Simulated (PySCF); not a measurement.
Process, species as SMILES: CCCl + 2 [H][H] (H2) → 2 C (CH4) + Cl (HCl)
B3LYP-D3(BJ)/def2-TZVP geometries, fixed; electronic energies without zero-point terms.

Effect of the SCF energy threshold at HF/aug-cc-pV(T+d)Z with PySCF, against the last row, where the energy of full hydrogenation is -42.99 kcal/mol.

```csv
setting,"SCF cycles, largest species",largest shift of a total energy (mEh),shift of the energy of full hydrogenation (kcal/mol)
conv_tol: 1e-4,5,0.002,-0.001
conv_tol: 1e-5,6,0.000,0.000
conv_tol: 1e-6,7,0.000,0.000
conv_tol: 1e-7,8,0.000,0.000
conv_tol: 1e-11,11,0.000,0.000
```

Within 0.02 kcal/mol in the energy of full hydrogenation: conv_tol: 1e-4; conv_tol: 1e-5; conv_tol: 1e-6; conv_tol: 1e-7. The largest shift is 0.002 mEh in a total energy and 0.001 kcal/mol in the difference.
